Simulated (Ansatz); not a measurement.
Reaction (SMILES): ClCl (Cl2) → Cl2+ (doublet, bonded as ClCl) + e-
B3LYP-D3(BJ)/def2-TZVP geometries, fixed; electronic energies without zero-point terms.

Core correlation in the adiabatic ionisation energy at CCSD(T) with Ansatz (a quantum-chemistry and plane-wave program), in eV: frozen core against 1s of Al to Cl frozen alone. Open shells are unrestricted.

```json
[
 {"basis": "cc-pV(D+d)Z", "functions, most": "46", "frozen core": "11.174"},
 {"basis": "cc-pCVDZ", "functions, most": "54", "frozen core": "11.224"},
 {"basis": "cc-pV(T+d)Z", "functions, most": "78", "frozen core": "11.338"},
 {"basis": "cc-pCVTZ", "functions, most": "118", "frozen core": "11.340"},
 {"basis": "cc-pwCVTZ", "functions, most": "118", "frozen core": "11.338"},
 {"basis": "cc-pV(Q+d)Z", "functions, most": "128", "frozen core": "11.467"}
]
```

**Question.** How large is the core term in each set?

**Answer.** The largest core-valence set, cc-pwCVTZ, gives a core term of 0.006 eV; the valence set cc-pV(Q+d)Z, which lacks functions for the core, gives -0.007. By row: cc-pV(D+d)Z -0.001, cc-pCVDZ 0.000, cc-pV(T+d)Z -0.015, cc-pCVTZ 0.005, cc-pwCVTZ 0.006, cc-pV(Q+d)Z -0.007.
